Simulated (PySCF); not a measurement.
## `CC(F)=C=CF`, C₄H₄F₂

Molfile (atoms numbered from 1):
```
C4H4F2
     RDKit          3D

 10  9  0  0  0  0  0  0  0  0999 V2000
   -1.5875   -0.1946   -0.2452 C   0  0  0  0  0  0  0  0  0  0  0  0
   -0.2455    0.3384   -0.5765 C   0  0  0  0  0  0  0  0  0  0  0  0
   -0.2538    1.0922   -1.6921 F   0  0  0  0  0  0  0  0  0  0  0  0
    0.8692    0.1489    0.0697 C   0  0  0  0  0  0  0  0  0  0  0  0
    1.9445   -0.0106    0.7757 C   0  0  0  0  0  0  0  0  0  0  0  0
    2.8019   -1.0233    0.5803 F   0  0  0  0  0  0  0  0  0  0  0  0
   -1.9579   -0.8074   -1.0714 H   0  0  0  0  0  0  0  0  0  0  0  0
   -2.2904    0.6304   -0.1014 H   0  0  0  0  0  0  0  0  0  0  0  0
   -1.5479   -0.7972    0.6599 H   0  0  0  0  0  0  0  0  0  0  0  0
    2.2668    0.6431    1.5795 H   0  0  0  0  0  0  0  0  0  0  0  0
  1  2  1  0
  2  3  1  0
  2  4  2  0
  4  5  2  0
  5  6  1  0
  1  7  1  0
  1  8  1  0
  1  9  1  0
  5 10  1  0
M  END
```

Theory: TDDFT CAM-B3LYP/def2-TZVPD circular dichroism and optical rotation, one conformer, gas phase (PySCF 2.14.0). Geometry: PBE0-D3(BJ)/def2-TZVP.

No stereocentre is labelled: unless the shape is locked (an allene, a helicene, a hindered biaryl), the mirror image is equally populated and a measured rotation or CD is zero.

Draw the ECD and absorption spectra from the lowest 12 states, each a Gaussian of half-width 0.25 eV at 1/e height.


| E (eV) | λ (nm) | Δε (L mol⁻¹ cm⁻¹) | ε (L mol⁻¹ cm⁻¹) |
| --- | --- | --- | --- |
| 5.13 | 241 | +0.07 | 2.48 |
| 5.23 | 237 | +0.31 | 10.6 |
| 5.33 | 232 | +0.99 | 33.5 |
| 5.43 | 228 | +2.32 | 78.1 |
| 5.53 | 224 | +4.07 | 136 |
| 5.63 | 220 | +5.41 | 180 |
| 5.73 | 216 | +5.55 | 183 |
| 5.83 | 212 | +4.44 | 145 |
| 5.93 | 209 | +2.78 | 90.1 |
| 6.03 | 205 | +1.35 | 44 |
| 6.13 | 202 | +0.50 | 21.4 |
| 6.23 | 199 | +0.11 | 38.9 |
| 6.33 | 196 | -0.12 | 162 |
| 6.43 | 193 | -0.52 | 550 |
| 6.53 | 190 | -1.38 | 1370 |
| 6.63 | 187 | -2.84 | 2490 |
| 6.73 | 184 | -4.95 | 3380 |
| 6.83 | 181 | -7.79 | 3580 |
| 6.93 | 179 | -10.87 | 3360 |
| 7.03 | 176 | -12.21 | 3450 |
| 7.13 | 174 | -9.80 | 4280 |
| 7.23 | 171 | -4.32 | 5820 |
| 7.33 | 169 | +1.36 | 8770 |
| 7.43 | 167 | +6.14 | 16200 |
| 7.53 | 165 | +11.59 | 31800 |
| 7.63 | 162 | +18.05 | 52900 |
| 7.73 | 160 | +21.83 | 66900 |
| 7.83 | 158 | +18.80 | 62800 |
| 7.93 | 156 | +9.76 | 44700 |
| 8.03 | 154 | +0.06 | 25900 |
| 8.13 | 152 | -5.44 | 14300 |
| 8.23 | 151 | -5.65 | 8420 |
| 8.33 | 149 | -3.24 | 5070 |
| 8.43 | 147 | -2.06 | 3200 |
| 8.53 | 145 | -3.94 | 2830 |
| 8.63 | 144 | -7.19 | 3480 |

Δε uses R in velocity form, ε uses f in length form. Only the states computed contribute, so the short-wavelength end is incomplete.
